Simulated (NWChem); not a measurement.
## Total energies of Al

```
Al
```
Charge 0, spin multiplicity 2.

All runs are NWChem calculations.

Basis set: cc-pVTZ (34 functions).

```
method      total energy (Ha)
----------  -----------------
UHF                -241.87905
UMP2               -241.91490
UB2PLYP            -242.25196
UPBE               -242.22932
UB3LYP             -242.38951
UCAM-B3LYP         -242.36981
```

Total energies of different functionals aren't comparable as a measure of quality: only differences taken within one method are. 

The correlated methods keep 5 core orbitals frozen. B3LYP has NWChem's definition, with VWN1-RPA local correlation. No SCF solution was tested for a lower state. Open-shell Hartree-Fock references start from PBE0 orbitals.
